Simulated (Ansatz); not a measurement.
**P (model structure, started from the lonsdaleite type, P6₃/mmc, No. 194, 4 atoms in the cell): equilibrium volume per atom by level of theory**

No measured value is used here.

```
level (code)         value (Å³/atom)
-------------------  ---------------
PBE (Ansatz)                   29.64
PBEsol (Ansatz)                26.01
PBE-D3(BJ) (Ansatz)            23.46
```

Ansatz's density-functional and Hartree–Fock values are scalar-relativistic unless marked +SOC, with PAW data made under PBE.

A model structure was made by putting elements into a prototype or built by hand; it is no filed structure, need not be a known phase, and can be a saddle point held by its symmetry.

Ansatz is a program for electronic structure.
